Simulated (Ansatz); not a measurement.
## Structural energy differences of palladium

All numbers below come from DFT, PBEsol, plane waves (420 eV) with PAW, scalar-relativistic (Ansatz). The PAW files were generated under PBE, with cores re-solved for the functional.

Each structure is relaxed within its own symmetry, so a high-lying one may be dynamically unstable.

**Question.** Rank these structures of palladium by energy per atom, lowest first.
A. omega (AlB2-type)
B. dhcp
C. bcc
D. A15
E. fcc
F. hcp
G. diamond
H. simple cubic

**Answer.** E (0 meV/atom), B (17 meV/atom), F (37 meV/atom), C (57 meV/atom), A (127 meV/atom), D (146 meV/atom), H (601 meV/atom), G (1345 meV/atom).

```
        structure  ΔE (meV/atom)  V (Å³/atom)                                    cell                       magnetic state
              fcc              0        14.59                             a = 3.879 Å                    spin not included
             dhcp             17        14.61  a = 2.736 Å, c = 9.016 Å (c/a = 3.296)                    spin not included
              hcp             37        14.64  a = 2.726 Å, c = 4.550 Å (c/a = 1.669)                    spin not included
              bcc             57        14.68                             a = 3.085 Å                         non-magnetic
omega (AlB2-type)            127        14.89  a = 4.426 Å, c = 2.634 Å (c/a = 0.595)                    spin not included
              A15            146        14.99                             a = 4.931 Å                    spin not included
     simple cubic            601        16.91                             a = 2.567 Å                    spin not included
          diamond           1345        22.99                             a = 5.687 Å  ferromagnetic, net 0.49 μB per atom
```

ΔE counts from fcc.

Differences under about 8 meV lie within the error of the k-point mesh.
